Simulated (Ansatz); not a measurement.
System (SMILES): FCl (F-Cl).
Geometry (B3LYP-D3(BJ)/def2-TZVP, fixed):
```
F
Cl 1 1.6409
```
Charge 0, spin multiplicity 1.

Basis-set convergence of the dipole moment at CCSD(T) with Ansatz (a program for electronic structure). Dipoles come from the density behind the forces; the sign is taken along the dipole that this method gives in the largest set. The reference of a correlated method is not its basis-set limit, which lies further on. Cartesian d functions, on some or all atoms, in 6-31G**; all else is spherical. Cores are frozen. No added dispersion term, no relativity. Reference: the value in aug-pcseg-3, 0.913 D, itself unsure by roughly 0.006 D (its mean distance from aug-cc-pV(Q+d)Z, def2-QZVPPD). Deviations are taken from unrounded values. Cost is core time over that of 6-311++G(3df,3pd), rough, on shared machines of one kind; a dash marks a row that isn't timed (too short, read off another run, short of memory, by another algorithm or on other hardware).

```json
[
 {"basis": "6-31G", "functions": "22", "dipole moment (D)": "1.240", "minus reference (D)": "0.327", "cost": "-"},
 {"basis": "pcseg-0", "functions": "22", "dipole moment (D)": "1.210", "minus reference (D)": "0.297", "cost": "-"},
 {"basis": "6-31G**", "functions": "34", "dipole moment (D)": "1.040", "minus reference (D)": "0.126", "cost": "-"},
 {"basis": "cc-pV(D+d)Z", "functions": "37", "dipole moment (D)": "1.119", "minus reference (D)": "0.206", "cost": "-"},
 {"basis": "aug-pcseg-1", "functions": "50", "dipole moment (D)": "0.949", "minus reference (D)": "0.036", "cost": "-"},
 {"basis": "def2-SVPD", "functions": "50", "dipole moment (D)": "0.991", "minus reference (D)": "0.078", "cost": "-"},
 {"basis": "aug-cc-pV(D+d)Z", "functions": "55", "dipole moment (D)": "0.919", "minus reference (D)": "0.006", "cost": "0.3×"},
 {"basis": "6-311++G(2d,2p)", "functions": "62", "dipole moment (D)": "1.026", "minus reference (D)": "0.113", "cost": "0.4×"},
 {"basis": "cc-pV(T+d)Z", "functions": "69", "dipole moment (D)": "0.972", "minus reference (D)": "0.059", "cost": "0.4×"},
 {"basis": "6-311++G(3df,3pd)", "functions": "86", "dipole moment (D)": "0.933", "minus reference (D)": "0.020", "cost": "1×"},
 {"basis": "jun-cc-pV(T+d)Z", "functions": "87", "dipole moment (D)": "0.922", "minus reference (D)": "0.009", "cost": "1×"},
 {"basis": "def2-TZVPPD", "functions": "91", "dipole moment (D)": "0.918", "minus reference (D)": "0.004", "cost": "2×"},
 {"basis": "aug-pcseg-2", "functions": "96", "dipole moment (D)": "0.926", "minus reference (D)": "0.013", "cost": "2×"},
 {"basis": "aug-cc-pV(T+d)Z", "functions": "101", "dipole moment (D)": "0.915", "minus reference (D)": "0.002", "cost": "2×"},
 {"basis": "cc-pV(Q+d)Z", "functions": "119", "dipole moment (D)": "0.920", "minus reference (D)": "0.007", "cost": "4×"},
 {"basis": "pcseg-3", "functions": "124", "dipole moment (D)": "0.949", "minus reference (D)": "0.036", "cost": "5×"},
 {"basis": "def2-QZVPPD", "functions": "145", "dipole moment (D)": "0.905", "minus reference (D)": "-0.008", "cost": "10×"},
 {"basis": "aug-cc-pV(Q+d)Z", "functions": "169", "dipole moment (D)": "0.910", "minus reference (D)": "-0.003", "cost": "30×"}
]
```
